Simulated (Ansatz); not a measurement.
# BClH4: the cost of one run

Method: RKS PBE0/def2-SVP, in Ansatz 0.2.0.

### Step 1. The structure to begin with

Bond lengths: B1–H3 1.190 Å, B1–H4 1.190 Å, B1–Cl5 2.160 Å, Cl5–H6 1.527 Å. Angles: H3–B1–H4 120.0°, H3–B1–Cl5 97.0°, H4–B1–Cl5 101.2°, B1–Cl5–H6 58.2°.

Coordinates:

```xyz
6

B     0.0000    0.0000    0.0000
H     0.0000    0.0000    1.5400
H     1.0305    0.0000   -0.5950
H    -1.0305    0.0000   -0.5950
Cl    0.0903   -2.0478    0.6811
H     0.0386   -0.8759    1.6586
```

### Step 2. Pulling towards end A

Springs on the bonds that form and break draw the guess towards this end; the thresholds are loose.

File input.yaml:

```yaml
crystal:
  periodic: [false, false, false]
  atoms:
    - { symbol: B, position_ang: [0.0, 0.0, 0.0] }
    - { symbol: H, position_ang: [0.0, 0.0, 1.54] }
    - { symbol: H, position_ang: [1.0305, 0.0, -0.595] }
    - { symbol: H, position_ang: [-1.0305, 0.0, -0.595] }
    - { symbol: Cl, position_ang: [0.0903, -2.0478, 0.6811] }
    - { symbol: H, position_ang: [0.0386, -0.8759, 1.6586] }
basis:
  gaussian: { orbitals: def2-SVP }
hamiltonian:
  xc: pbe0
relax:
  f_tol: 0.15
  max_steps: 25
  restrain:
    - { distance: [0, 4], at: 3.06, k: 30.0 }
    - { distance: [5, 1], at: 1.86, k: 30.0 }
    - { distance: [0, 1], at: 1.19, k: 30.0 }
    - { distance: [5, 4], at: 1.37, k: 30.0 }
```

Command:

```
ansatz run input.yaml --threads 1 --pin off --max-ram 2048MiB --backend cpu --events-out ev --progress --plain --runs-dir out
```

Q: Estimate wall time and peak memory on 1 thread of Arm Neoverse V1, shared host.

About 8.9 s, with a peak of 0.1 GiB.
